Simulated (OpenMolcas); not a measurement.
A ladder of methods for SiH2 (SMILES [SiH2])

SiH2: 3 atoms, total charge 0, spin state singlet. SMILES: `[SiH2]`. Geometry: relaxed at PBE0-D4/def2-TZVP.

```xyz
3

Si   -0.4912    0.4686   -0.2136
H     0.8403    0.5786    0.5225
H    -0.3491   -1.0472   -0.3089
```

Each level gives the energy change with the Si1–H3 bond stretched from 1.525 to 1.907 Å (eV). The values are calculated.

```csv
level,kind,program,value (eV),less FCI/6-31G*,CPU time (all runs)
SVWN5/6-31G* (spherical functions) (restricted),LDA,OpenMolcas,0.56,-0.05,5.7 s
r2SCAN/6-31G* (spherical functions) (restricted),meta-GGA,OpenMolcas,0.64,+0.03,7 s
M06-2X/6-31G* (spherical functions) (restricted),hybrid meta-GGA,OpenMolcas,0.70,+0.09,7.2 s
B2PLYP/6-31G* (spherical functions) (restricted),double hybrid,OpenMolcas,0.68,+0.07,6 s
MP2/6-31G* (spherical functions) (restricted),perturbation theory,OpenMolcas,0.72,+0.11,3.2 s
"CASSCF(2,2)/6-31G* (spherical functions)",multireference,OpenMolcas,0.80,+0.19,3.3 s
"SC-NEVPT2(6,6)/6-31G* (spherical functions)",multireference,OpenMolcas,0.58,-0.03,3.5 s
CCSD(T)/6-31G* (spherical functions) (restricted),coupled cluster or CI,OpenMolcas,0.61,0.00,4.4 s
FCI/6-31G* (spherical functions),exact in the basis,OpenMolcas,0.61,0.00,18 s
```

FCI/6-31G* (spherical functions) is exact within its basis and frozen core, so for wave-function methods in that basis the difference is their error; functionals converge differently with the basis, so for them it is only a difference. The first shape isn't each level's own minimum. The values span 0.56 to 0.80 eV. Times are those of the runs behind each value, whatever else they computed, on shared processors of several kinds: orders of magnitude only.
